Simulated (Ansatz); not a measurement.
A structure relaxed at PBE0-D4/def2-TZVP, charge 0, multiplicity 1:

Cartesian coordinates in Å:
```
F 1.564 -0.210 0.780
C 0.253 0.202 0.709
C -0.302 -0.020 -0.668
Cl -0.475 -1.747 -1.053
H -0.321 -0.348 1.459
H 0.221 1.273 0.938
H 0.352 0.418 -1.422
H -1.291 0.433 -0.743
```

Question: Give its formula and SMILES.

Answer: C2H4ClF, `FCCCl`.

Question: Summarise the bond lengths by kind.

Answer: 1 × C–F 1.375 Å; 1 × C–C 1.501 Å; 4 × C–H 1.090 to 1.096 Å; 1 × C–Cl 1.778 Å.

Results of the Gaussian-basis code of Ansatz.
